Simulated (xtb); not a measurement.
xtb input:

```bash
xtb mol.xyz --gfn 1 --sp --chrg -1 --uhf 0
```
mol.xyz:
```
2

O     -0.00000000    -0.00000000    -0.10780207
H      0.00000000     0.00000000     0.86241659
```

Which total energy does the run end on?

-5.36112 Eh (GFN1-xTB).

Whether it binds its extra electron was not tested at this geometry.
